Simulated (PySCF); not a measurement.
NMR data simulated for an unnamed compound:

1H NMR (300 MHz, computed): δ 5.68 (t, J = 61.7 Hz, 1H), 3.75 (t, J = 18.2 Hz, 2H), 0.88 (br s, 1H).

13C{1H} NMR (computed): δ 118.3 (CH, t, J = 300.0 Hz), 65.7 (CH2, t, J = 20.7 Hz).

Computational details: PBE0-D3(BJ)/def2-SVP geometry, B3LYP/pcJ-1 coupling constants, σ from GIAO-PBE0/pcSseg-1, in PySCF (fast rotation and ring inversion assumed for equivalent nuclei, no solvent, one conformer, relativity neglected).

δ = σ(ref) − σ, references computed at the same level: 1H (σref 31.27), 13C (σref 184.41) against TMS.

Question: Which of these does the molecule contain: a ketone, an OH group, a vinyl group CH=CH2, a methoxy group?

Answer: 
- A ketone: no.
- An OH group: yes (δH 0.88 (br s)).
- A vinyl group CH=CH2: no.
- A methoxy group: no.

The data belong to SMILES OCC(F)F, C₂H₄F₂O; they needn't prove each group on their own.

Carbon signals by region: 1 in the sp2 and nitrile region (100–160 ppm), 1 at 50–100 ppm.

Exchangeable OH/NH protons stand at their gas-phase positions; hydrogen bonding in a real sample shifts them, mostly to higher δ. Common functionals overestimate the size of one-bond C–F couplings by tens of Hz; these are unscaled. Splittings below 1 Hz are ignored in the labels, and close J values are merged. Unscaled 3J(H,H) at this level run about 10 % above measured values. Shifts are as computed. Against solution values, carbons near 30 ppm lie about +2 ppm off and those near 130 ppm about +5 ppm. Of 1211 compounds with measured shifts, 218 miss one by over three times the rms of a fit or turn the order of signals round; such compounds aren't used in these exercises. Couplings to exchangeable protons are dropped. 3J across rotatable bonds or in flexible rings reflects this conformer alone.
